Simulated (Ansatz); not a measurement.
**C₂H₃NOS: up Jacob's ladder to CCSD(T)**

An exercise on one series of results from a longer session: the logs are not shown, and one member is left open.

Program: Ansatz 0.2.0, Gaussian basis. Level of theory: functionals in def2-TZVPP, the program's frozen cores in correlated methods. These are calculated values, not measurements.

Plan: LDA (SPW92), PBE-D4, revPBE-D4, BLYP-D4, r2SCAN-D4, B97M-V, PBE0-D4, B3LYP-D4, r2SCANh-D4, r2SCAN0-D4, HSE06-D4, BHLYP-D4, CAM-B3LYP-D4, LC-ωPBE, ωB97X-V, ωB97M-V, B2PLYP, PBE-QIDH; CCSD(T)/def2-SVP; CCSD(T)/def2-TZVPP; MP2/def2-QZVPP; extrapolation to the limit; RPA on PBE.

## The geometry

The geometry comes from an earlier relaxation with PBE0-D4 in a triple-zeta def2 set; it is a stationary point, not always the lowest conformer.

SMILES `N#CC(O)S`, 8 atoms, charge 0, spin multiplicity 1.

Atoms are counted from 1 here; the program's logs count them from 0.

Bond lengths: N1–C2 1.149 Å, C2–C3 1.468 Å, C3–O4 1.389 Å, C3–S5 1.828 Å, C3–H6 1.091 Å, O4–H7 0.964 Å, S5–H8 1.343 Å. Angles: N1–C2–C3 178.1°, C2–C3–O4 112.5°, C2–C3–S5 106.1°, C2–C3–H6 108.3°, O4–C3–S5 114.6°, O4–C3–H6 106.5°, S5–C3–H6 108.7°, C3–O4–H7 108.7°, C3–S5–H8 94.0°.

As a file:

```tsv
atom	x (Å)	y (Å)	z (Å)
N1	1.08793	-1.87576	1.36781
C2	0.64242	-0.94397	0.86440
C3	0.09522	0.23431	0.18089
O4	0.88129	0.64099	-0.88973
S5	-1.62743	-0.18886	-0.25907
H6	0.08103	1.06519	0.88765
H7	0.86743	-0.04940	-1.56279
H8	-1.93578	1.06039	-0.64497
```

Set-up of the first run:

The input, in.yaml:

```yaml
crystal:
  periodic: [false, false, false]
  atoms:
    - {symbol: N, position_ang: [1.087930, -1.875757, 1.367812]}
    - {symbol: C, position_ang: [0.642419, -0.943966, 0.864400]}
    - {symbol: C, position_ang: [0.095217, 0.234309, 0.180893]}
    - {symbol: O, position_ang: [0.881287, 0.640994, -0.889733]}
    - {symbol: S, position_ang: [-1.627433, -0.188863, -0.259066]}
    - {symbol: H, position_ang: [0.081034, 1.065193, 0.887646]}
    - {symbol: H, position_ang: [0.867427, -0.049398, -1.562787]}
    - {symbol: H, position_ang: [-1.935779, 1.060387, -0.644965]}
basis:
  gaussian: {orbitals: def2-TZVPP}
hamiltonian: {xc: lda}
output: {orbitals: {seedname: orbitals}}
```

Launch:

```sh
$ ansatz run in.yaml --threads 2 --pin off --events-out ev --progress --plain --max-ram 4352MiB
```

Among the steps run: LDA; PBE-D4 (GGA); revPBE-D4 (GGA); BLYP-D4 (GGA); r2SCAN-D4 (meta-GGA); B97M-V (meta-GGA); PBE0-D4 (hybrid); B3LYP-D4 (hybrid); r2SCANh-D4 (hybrid); r2SCAN0-D4 (hybrid); HSE06-D4 (hybrid); BHLYP-D4 (hybrid); CAM-B3LYP-D4 (range-separated); LC-ωPBE (range-separated); ωB97X-V (range-separated); ωB97M-V (range-separated); B2PLYP (double hybrid); PBE-QIDH (double hybrid).

One of the session's tables, all rows but one given; the rest of the session is left out.

It belongs to the step «Frontier levels by functional». 

| functional | HOMO (eV) | gap (eV) |
| --- | --- | --- |
| LDA (SPW92) | -6.80 | 5.10 |
| PBE-D4 | -6.64 | 5.18 |
| revPBE-D4 | -6.58 | 5.22 |
| BLYP-D4 | -6.50 | 5.11 |
| r2SCAN-D4 | -6.94 | 5.75 |
| B97M-V | -7.01 | 5.80 |
| PBE0-D4 | -7.95 | 7.46 |
| B3LYP-D4 | ? | ? |
| r2SCANh-D4 | -7.42 | 6.60 |
| r2SCAN0-D4 | -8.15 | 7.85 |
| HSE06-D4 | -7.55 | 6.68 |
| BHLYP-D4 | -9.13 | 9.53 |
| CAM-B3LYP-D4 | -9.34 | 9.85 |
| LC-ωPBE | -10.77 | 12.58 |
| ωB97X-V | -10.38 | 12.01 |
| ωB97M-V | -10.21 | 11.57 |

**Question.** Estimate the row for B3LYP-D4.

Worked estimate for «HOMO (eV)». Against the share of exact exchange, BLYP-D4 (0, -6.50), BHLYP-D4 (0.5, -9.13) give a slope of -5.26 per unit share; at 0.2 the line stands at -7.55.

As computed: HOMO (eV): -7.71; gap (eV): 6.93. In «HOMO (eV)» the line misses by +0.16.
